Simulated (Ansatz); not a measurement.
We consider zinc-blende MgS (metastable phase), described by PBEsol (PAW; Ansatz, a program for electronic structure).

Run with plane-wave cutoff 520 eV, 10×10×10 k mesh, Fermi–Dirac smearing 0.01 eV, scalar-relativistic PAW data made under PBE.

Response to compression and expansion:

```
V (Å³/atom)  P (GPa)  direct gap at Γ (eV)
-----------  -------  --------------------
21.211          4.05                 3.627
21.663          2.56                 3.521
22.114          1.22                 3.419
22.565          0.00                 3.320
23.017         -1.09                 3.225
23.468         -2.09                 3.133
23.919         -2.98                 3.045
```

A straight line through the gaps at Γ against ln V gives a volume deformation potential dE_g(Γ)/d ln V of -4.9 eV: the gap at Γ widens under compression.

Measured, for comparison: band gap 4.78 ± 0.1 eV (temperature not stated, extrapolated in composition from an alloy gap of 4.19 eV, direct; extrapolated from a Zn0.2Mg0.8S0.645Se0.355 epilayer; as tabulated in Lucero et al. (2012), arXiv:1111.4515).
